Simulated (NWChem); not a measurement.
A calculation on ammonia (H₃N)

SMILES: N
```xyz
4

N      0.0016     0.1283     0.0000
H     -0.4728    -0.2934     0.8124
H     -0.4728    -0.2934    -0.8124
H      0.9343    -0.3110     0.0000
```
Charge 0, spin multiplicity 1.

All runs are NWChem calculations. Structure: optimised with PBE/def2-SVP, a minimum by its harmonic frequencies.

The correlated methods keep 1 core orbital frozen.

Worked example. A B2PLYP run in STO-3G ends its self-consistent part (53 % exact exchange, 47 % B88, 73 % LYP) at -55.67602 Ha, and second-order perturbation theory on those orbitals gives -0.06195 Ha unscaled.

The perturbative term enters with the weight 0.27: -55.67602 + 0.27·(-0.06195) = -55.69275 Ha is the total energy.
